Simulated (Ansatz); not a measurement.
## How far each method lies from full CI for PH⁺, doublet

Geometry: that of the PH, triplet, kept fixed.

```yaml
atoms:
  - { symbol: P, position_ang: [0.0000, 0.0000, 0.0000] }
  - { symbol: H, position_ang: [0.0000, 0.0000, 1.4282] }
```

Basis cc-pVTZ; Ansatz 0.2.0. Correlated methods freeze the noble-gas cores, which leaves 5 electrons in 43 orbitals. R marks a restricted (for open shells ROHF) determinant, U an unrestricted one. Active spaces: valence = (5e, 5o) chosen from the atoms' valence shells.

Full CI is exact within this basis and frozen core; it isn't the basis-set limit. The frozen core follows each run's orbitals, which can shift R against U totals by a few meV.

For open shells CISD is restricted-active-space CI with the open shells as a complete middle space.

The UHF ⟨S²⟩ is 0.793 and the T1 diagnostic (RCCSD) is 0.0211. The largest doubles amplitude (RCCSD) is 0.074 and the T1 diagnostic (UCCSD) is 0.0155.

```
                     level  E − E(full CI) (meV)  share of correlation (%)  wall time
                       RHF                  3399                      0.00          –
                      RMP2                   794                     76.63          –
                      UMP2                   813                     76.08          –
                      CISD                   200                     94.12     0.72 s
                     RCCSD                   113                     96.69          –
                     UCCSD                   107                     96.86          –
                  RCCSD(T)                    23                     99.33      1.5 s
                  UCCSD(T)                    22                     99.35      2.5 s
                   BCCD(T)                    23                     99.31     0.91 s
                    RCCSDT                     2                     99.93          –
                    UCCSDT                     1                     99.96          –
                 RCCSDT(Q)                     0                    100.00      9.5 s
                 UCCSDT(Q)                    -1                    100.02       10 s
    CASSCF (valence space)                  2342                     31.10          –
    NEVPT2 (valence space)                   629                     81.48     0.48 s
NEVPT4(SD) (valence space)                    94                     97.24     0.75 s
    MRCISD (valence space)                   107                     96.86          –
  MRCISD+Q (valence space)                     1                     99.96     0.81 s
```

The correlation energy at full CI, counted from RHF, is -3.399 eV. That run took 41 s on 1 thread of Arm Neoverse V2, shared host over 2,785,730 determinants.

Run but not shown, since their state or frozen core can't be matched to the reference's or they repeat it: UHF.

Times hold each run's SCF and search for its determinant on a shared host, so for small cases they say little of a method's own cost; they ran on 1 thread of Arm Neoverse V2.

The full-CI state has the irrep B1 of C2v, in the program's axes (one component, if the state is degenerate).

Natural occupations of full CI about the gap: 1.950 1.905 0.984 0.055 0.035 0.015 0.012 0.011 0.010 0.006; effectively unpaired electrons, Σ n²(2−n)², 1.06.
